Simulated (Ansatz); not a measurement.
Results of PBEsol (Ansatz, a quantum-chemistry and plane-wave program, plane waves, PAW) for grey tin (α-Sn).

Run with plane-wave cutoff 520 eV, 10×10×10 k mesh, Fermi–Dirac smearing 0.01 eV, scalar-relativistic PAW data made under PBE.

The cell has the measured lattice: a = 6.483 Å, b = 6.483 Å, c = 6.483 Å, α = 90.00°, β = 90.00°, γ = 90.00°.

Q: Give the computed width of the whole s-p valence band.

A: 
width of the whole s-p valence band: 10.74 eV

The run finds no gap.

Note: cell and atoms aren't relaxed at this level (pressure 1.1 GPa).

Spin–orbit coupling is not included; it can open a gap where bands touch, and shift volumes and moduli.

Static lattice: no zero-point or thermal effects.
